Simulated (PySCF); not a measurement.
**Worked example: correlation energy of CO, singlet**

Geometry: MP2(full)/6-31G*, from the G2/97 set.

```
atom   x (Å)   y (Å)   z (Å)
   O  0.0000  0.0000  0.0000
   C  0.0000  0.0000  1.1503
```

Basis 6-31G; PySCF 2.14.0. Only valence electrons are correlated (noble-gas cores frozen), which leaves 10 electrons in 16 orbitals. R marks a restricted (for open shells ROHF) determinant.

Full CI is exact within this basis and frozen core; it isn't the basis-set limit.

| level | total energy (hartree) |
| --- | --- |
| RHF | -112.666326 |
| RMP2 | -112.880407 |
| RCCSD | -112.876322 |
| RCCSD(T) | -112.885154 |
| RCCSDT | -112.885622 |
| RCCSDT(Q) | -112.886471 |
| full CI | -112.886434 |

Task: What is the correlation energy at full CI, and what share of it do RMP2 and RCCSD(T) recover?

Result: E(corr) = -112.886434 − (-112.666326) = -0.220108 hartree = -5.989 eV. RMP2: -0.214081 / -0.220108 = 97.26 %. RCCSD(T): -0.218828 / -0.220108 = 99.42 %.

Task: By how many kcal/mol does RCCSD(T) miss full CI (1 hartree = 627.509 kcal/mol), and which steps make up the rest?

Result: -112.885154 − (-112.886434) = 0.001280 hartree = 0.80 kcal/mol. Steps: RCCSDT − RCCSD(T) = -0.29, RCCSDT(Q) − RCCSDT = -0.53, full CI − RCCSDT(Q) = 0.02 kcal/mol. Differences between like states or geometries often cancel part of this.
